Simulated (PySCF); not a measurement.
**O: ionisation energy**

O [He] 2s2 2p4 (3P) → O⁺ [He] 2s2 2p3 (4S), as a difference of total energies. All numbers are calculated (PySCF 2.14, the non-relativistic Hamiltonian (point nucleus), in 6-31G*). Correlated levels: valence: 1s2 frozen. The calculations carry no spin-orbit coupling.

```
           method  ionisation energy (eV)
              UHF                  12.030
              PBE                  13.870
    MP2 (valence)                  12.965
SCS-MP2 (valence)                  12.965
CCSD(T) (valence)                  12.981
```

Estimate what CCSD (valence) gives.

12.973 eV, closest to SCS-MP2 (valence) among the rows shown.

Estimate what r2SCAN gives.

13.630 eV, closest to PBE among the rows shown.

Errors of the correlated levels include the incompleteness of this basis and the frozen core.

For comparison: 13.608 eV (measured; NIST levels, between the centres of gravity of the two terms).
